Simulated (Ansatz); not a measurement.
# CH4O2S2: small, medium and large basis sets

An exercise on one series of results from a longer session: the logs are not shown, and one member is left open.

Method: one geometry, several basis sets; program: Ansatz 0.2.0, Gaussian basis.

The runs, in order: PBE0-D4/def2-SVP; ωB97M-V/def2-SVP; PBE0-D4/def2-QZVPP; ωB97M-V/def2-QZVPP; the functionals' def2-TZVPP values are taken from earlier runs.

### The relaxed structure

The geometry comes from an earlier relaxation with PBE0-D4 in a triple-zeta def2 set; it is a stationary point, not always the lowest conformer.

9 atoms, charge 0, spin multiplicity 1.

Atoms are counted from 1 here; the program's logs count them from 0.

Bond lengths: O1–C2 1.386 Å, O1–H6 0.967 Å, C2–O3 1.386 Å, C2–S4 1.827 Å, C2–S5 1.827 Å, O3–H7 0.967 Å, S4–H8 1.341 Å, S5–H9 1.341 Å. Angles: C2–O1–H6 107.1°, O1–C2–O3 112.9°, O1–C2–S4 107.5°, O1–C2–S5 107.4°, O3–C2–S4 107.4°, O3–C2–S5 107.5°, S4–C2–S5 114.3°, C2–O3–H7 107.1°, C2–S4–H8 95.5°, C2–S5–H9 95.5°.

Set-up of the first run:

in.yaml

```yaml
crystal:
  periodic: [false, false, false]
  atoms:
    - {symbol: O, position_ang: [-0.908880, -0.483320, -0.993425]}
    - {symbol: C, position_ang: [-0.001263, 0.026330, -0.077994]}
    - {symbol: O, position_ang: [0.702328, 1.116079, -0.566799]}
    - {symbol: S, position_ang: [1.212912, -1.289267, 0.284166]}
    - {symbol: S, position_ang: [-0.951574, 0.591779, 1.375738]}
    - {symbol: H, position_ang: [-1.546620, 0.218058, -1.182604]}
    - {symbol: H, position_ang: [1.200919, 0.810901, -1.336675]}
    - {symbol: H, position_ang: [0.301074, -2.246895, 0.509880]}
    - {symbol: H, position_ang: [0.079604, 1.210035, 1.970615]}
basis:
  gaussian: {orbitals: def2-SVP}
hamiltonian: {xc: pbe0, dispersion: d4}
output: {orbitals: {seedname: orbitals}}
```

Among the steps run: PBE0-D4 in def2-SVP; ωB97M-V in def2-SVP; PBE0-D4 in def2-QZVPP; ωB97M-V in def2-QZVPP.

One of the session's tables, all rows but one given; the rest of the session is left out.

It belongs to the step «Functionals by basis». 

```
functional       basis  HOMO (eV)  LUMO (eV)
   PBE0-D4    def2-SVP          ?          ?
   PBE0-D4  def2-TZVPP      -6.91      -0.29
   PBE0-D4  def2-QZVPP      -6.96      -0.46
   ωB97M-V    def2-SVP      -8.90       2.42
   ωB97M-V  def2-TZVPP      -9.10       1.68
   ωB97M-V  def2-QZVPP      -9.17       1.31
```

Estimate the missing values for PBE0-D4, def2-SVP.

As computed: HOMO (eV): -6.73; LUMO (eV): 0.32. In the column «HOMO (eV)» it is the highest.
